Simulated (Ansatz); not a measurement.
Ideal-gas functions of `F[S]` radical at 400 K and 1 bar, from an Ansatz frequency run at PBE0-D4/def2-TZVP.

Molar mass 51.06 g/mol, point group C∞v (symmetry number 1), electronic degeneracy 4, moments of inertia 30.324 u Å². Harmonic wavenumbers (cm⁻¹, unscaled): 864.

Use S(trans) = R[1.5 ln M + 2.5 ln T − 1.1517]; rotational temperatures θ = 24.2544 K / I; S(rot) = R[ln(T/σθ) + 1]; for each mode x = 1.438777 ν̃/T, S = R[x/(eˣ − 1) − ln(1 − e⁻ˣ)] and H = RT x/(eˣ − 1); 1 cm⁻¹ = 0.0119627 kJ/mol; R = 8.31446 J/(mol·K).

Problem. By hand: the entropy, in J/(mol·K).

Solution. Translation 164.0. Rotation: θ = 0.7998 K, giving 60.0. Vibration, mode by mode: 1.59, in all 1.6. Electronic 11.5. Sum 237.1 J/(mol·K).

Problem. By hand: H − E and G − E in kJ/mol, counted from the electronic energy.

Solution. Zero-point energy ½ × 864 × 0.0119627 = 5.2; thermal vibration 0.5; translation, rotation and pV give 3.5 RT = 11.6. H − E = 17.3 kJ/mol, and G − E = 17.3 − 400 × 237.1/1000 = -77.5 kJ/mol.

Vibration gives 1 % of the entropy; all modes have x over 3 and are hardly excited.
